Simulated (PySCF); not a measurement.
# Simulated absorption spectrum

Species: C₂H₃F.
Numbering: `[CH2:1]=[CH:2][F:3]` (hydrogens: H4, H5 on C1; H6 on C2)

Method: TDDFT CAM-B3LYP/aug-cc-pVTZ, vertical, gas phase, core orbitals frozen in the response in PySCF. Isolated species at its PBE0-D3(BJ)/def2-TZVP geometry, gas phase.

Each state is given a Gaussian of 0.25 eV full width at half maximum, with ε(max) = 2.175×10⁸ f / Δν̃ (Δν̃ the width in cm⁻¹). The width is an assumption, not a result. The curve ends short of the highest state used, and states not computed would add to its high-energy end.

```csv
E (eV),ε (L mol⁻¹ cm⁻¹)
6.44,9
6.50,59
6.56,270
6.62,901
6.68,2183
6.74,3845
6.79,4828
6.85,4733
6.91,3372
6.97,1747
7.03,673
7.09,309
7.15,752
7.21,2893
7.26,7245
7.32,16323
7.38,26754
7.44,31892
7.50,27644
7.56,17423
7.62,7985
7.68,2665
7.74,650
7.79,159
7.85,25
7.91,13
7.97,53
8.03,191
8.09,498
8.15,944
8.21,1302
8.26,1333
8.32,1023
8.38,572
8.44,243
8.50,127
8.56,230
8.62,570
8.68,1088
8.73,1466
8.79,1566
8.85,1216
8.91,688
8.97,285
```

Problem. Where are the band maxima, and which computed states make them?

Solution. 182 nm (6.82 eV), ε about 5000, made up of S1 (100%); 167 nm (7.44 eV), ε about 32000, made up of S3 (99%); 150 nm (8.24 eV), ε about 1400, made up of S5 (100%); 141 nm (8.77 eV), ε about 1600, made up of S7 (100%) (ε in L mol⁻¹ cm⁻¹; maxima over ε = 5, shares over 10%). The states used: S1 6.82 eV (f 0.046); S2 7.39 eV (f 0.0035); S3 7.44 eV (f 0.293); S4 7.67 eV (f 0.0001); S5 8.24 eV (f 0.013); S6 8.24 eV (f 0.0001); S7 8.77 eV (f 0.015); S8 8.93 eV (f 0.0001); S9 9.38 eV (f 0.0039); S10 9.57 eV (f 0.080).

Problem. Does any computed singlet lie in the visible range?

Solution. No computed singlet lies in the visible range (380 to 750 nm); the lowest, at 182 nm, stands 3.55 eV above its violet end (3.26 eV).

Problem. Coming from long wavelengths, where does ε first pass 100 L mol⁻¹ cm⁻¹?

Solution. At about 190 nm (6.52 eV), 0.30 eV below S1.

Problem. What would ε be at 7.44 eV, the highest of these maxima, with half the width (0.125 eV)?

Solution. About 63500 L mol⁻¹ cm⁻¹ against 31900, a factor of about 1.99; a lone state at its own centre would give exactly 2.
